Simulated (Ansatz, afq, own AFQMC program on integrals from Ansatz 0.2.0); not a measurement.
# Where AFQMC and coupled cluster stand for BSiH, singlet

```xyz
3

Si    0.0000    0.0000    3.8073
B     0.0000    0.0000   -1.3107
H     0.0000    0.0000   -2.4966
```

Connectivity, by distances: Si ··· BH.

Basis 6-31G. Noble-gas cores (and the filled d shells of Ga–Kr and In–Xe) are frozen. AFQMC by an in-house program on the Cholesky factors that Ansatz 0.2.0 writes for its CCSD(T) run. The CISD trial takes its coefficients from CCSD amplitudes. Released means that phaseless walkers are propagated on without the constraint, phases kept. ± is one standard error of the sampling.

Determinant: RHF, the one that the program's search chose, which needn't be the lowest solution. The geometry is a point of a scan.

Full CI is exact in this basis; its frozen core comes from its own orbitals, which moves totals by up to a few meV.

Cautions: another spin lies lower; restricted determinant unstable towards unrestricted (UHF 1.37 eV lower, ⟨S²⟩ 2.00); strong correlation (T1 0.009, weight of the determinant 0.75, largest double 0.41); the CCSDT(Q) amplitudes may be one of several solutions (largest double 0.98); the released energies are still falling, so no released level is given (meV from the phaseless value at times in 1/Eh: -8 ± 5 at 0.24, -10 ± 5 at 0.51, -13 ± 5 at 0.99, -20 ± 7 at 1.62, -38 ± 8 at 2.40); the determinant fills πx and πy unequally, so it mixes two states of the linear molecule, and each level undoes that mixture to a different degree, while full CI gives the lower state; CCSDT(Q) on the UHF determinant differs (1.03 eV lower), perhaps since the unrestricted series falls towards higher spin; a state of other symmetry lies lower (by 3 meV); full CI with its own frozen core.

The T1 diagnostic is 0.0093, the weight of the determinant in the CISD state is 0.752 and the size of the correlated space is 8 electrons in 18 orbitals.

```
  level  correlation energy (eV)
    MP2                  -1.6483
   CCSD                  -2.7613
CCSD(T)                  -2.8105
```

(1) Estimate where full CI lies against CCSD(T) in the same basis.

(1) 10.3 kJ/mol below CCSD(T).

Reference: full CI, correlation energy -2.918 eV. The cautions show a poor starting determinant, so the rows tell how each method copes with it here, and full CI is the sure value.

```json
{"level": "CCSD(T)", "E − E(reference) (kJ/mol)": "10.3", "share of correlation (%)": "96.33"}
{"level": "CCSDT", "E − E(reference) (kJ/mol)": "2.7", "share of correlation (%)": "99.05"}
{"level": "CCSDT(Q)", "E − E(reference) (kJ/mol)": "2.4", "share of correlation (%)": "99.14"}
{"level": "ph-AFQMC/CISD", "E − E(reference) (kJ/mol)": "10.6 ± 0.4", "share of correlation (%)": "96.22"}
```

CCSDT and higher add their correlation energy to the determinant of the CCSD(T) run, since their own runs factorise the integrals more tightly (a shift of under 2 meV).
